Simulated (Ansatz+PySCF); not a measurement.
Results of a calculation; reference values are marked as such.
Input for PySCF 2.14.0:

```python
from pyscf import gto, scf, mp

mol = gto.M(atom="""
H -2.189820 0.237070 -0.242200
C -1.252030 -0.255990 -0.022090
C 0.008400 0.518090 0.035170
O 1.112640 -0.378400 -0.065950
H 1.914760 0.117960 0.119660
H -1.253180 -1.288070 0.302610
H 0.026090 1.270870 -0.770830
H 0.060840 1.095040 1.003390
""", basis='cc-pvtz', charge=0, spin=1)
mf = scf.UHF(mol)
mf.kernel()
pt = mp.MP2(mf, frozen=3).run()
print(mf.e_tot, pt.e_corr, pt.e_tot)
```

The script is written out from the run's settings.

Results

* Converged: yes
* Reference energy: -153.50743 hartree
* Correlation energy: -0.56231 hartree
* Total energy: -154.06974 hartree
* Spin squared of the determinant: 0.763
